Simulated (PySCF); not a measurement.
System (SMILES): C#N (CH-N).
Geometry (B3LYP-D3(BJ)/def2-TZVP, fixed):
```
C
N 1 1.1462
H 1 1.0667 2 180.00
```
Charge 0, spin multiplicity 1.

Basis-set convergence of the mean static polarisability at PBE0 with PySCF. All functions are spherical. Density fitting with generated auxiliary sets. No added dispersion term, no relativity. Reference: the value in d-aug-cc-pVTZ, 16.95 bohr³, itself unsure by roughly 0.2 % (its mean distance from aug-pcseg-3, aug-cc-pVQZ, aug-pcseg-2). Deviations are taken from unrounded values. Cost is core time over that of def2-TZVPP, rough, on shared machines of one kind; a dash marks a row that isn't timed (too short, read off another run, short of memory, by another algorithm or on other hardware).

```json
[
 {"basis": "6-31G**", "functions": "33", "mean static polarisability (bohr³)": "11.73", "minus reference (%)": "-30.8", "cost": "-"},
 {"basis": "cc-pVDZ", "functions": "33", "mean static polarisability (bohr³)": "12.22", "minus reference (%)": "-27.9", "cost": "-"},
 {"basis": "6-311G**", "functions": "42", "mean static polarisability (bohr³)": "12.69", "minus reference (%)": "-25.1", "cost": "0.5×"},
 {"basis": "def2-SVPD", "functions": "48", "mean static polarisability (bohr³)": "16.11", "minus reference (%)": "-5.0", "cost": "0.5×"},
 {"basis": "aug-cc-pVDZ", "functions": "55", "mean static polarisability (bohr³)": "16.59", "minus reference (%)": "-2.1", "cost": "0.6×"},
 {"basis": "Sadlej pVTZ", "functions": "57", "mean static polarisability (bohr³)": "16.77", "minus reference (%)": "-1.1", "cost": "0.7×"},
 {"basis": "6-311++G(2d,2p)", "functions": "64", "mean static polarisability (bohr³)": "15.39", "minus reference (%)": "-9.2", "cost": "0.7×"},
 {"basis": "def2-TZVPP", "functions": "76", "mean static polarisability (bohr³)": "14.95", "minus reference (%)": "-11.8", "cost": "1×"},
 {"basis": "def2-TZVPD", "functions": "83", "mean static polarisability (bohr³)": "16.79", "minus reference (%)": "-0.9", "cost": "1×"},
 {"basis": "def2-TZVPPD", "functions": "91", "mean static polarisability (bohr³)": "16.80", "minus reference (%)": "-0.9", "cost": "1×"},
 {"basis": "jun-cc-pV(T+d)Z", "functions": "92", "mean static polarisability (bohr³)": "16.88", "minus reference (%)": "-0.4", "cost": "1×"},
 {"basis": "aug-cc-pVTZ", "functions": "115", "mean static polarisability (bohr³)": "16.89", "minus reference (%)": "-0.3", "cost": "2×"},
 {"basis": "aug-pcseg-2", "functions": "115", "mean static polarisability (bohr³)": "16.89", "minus reference (%)": "-0.4", "cost": "2×"},
 {"basis": "pcseg-3", "functions": "153", "mean static polarisability (bohr³)": "16.38", "minus reference (%)": "-3.4", "cost": "4×"},
 {"basis": "d-aug-cc-pVTZ", "functions": "156", "mean static polarisability (bohr³)": "16.95", "minus reference (%)": "0.0", "cost": "4×"},
 {"basis": "aug-pcseg-3", "functions": "219", "mean static polarisability (bohr³)": "16.94", "minus reference (%)": "-0.1", "cost": "7×"},
 {"basis": "cc-pV5Z", "functions": "237", "mean static polarisability (bohr³)": "16.30", "minus reference (%)": "-3.9", "cost": "10×"},
 {"basis": "pcseg-4", "functions": "263", "mean static polarisability (bohr³)": "16.89", "minus reference (%)": "-0.3", "cost": "10×"}
]
```
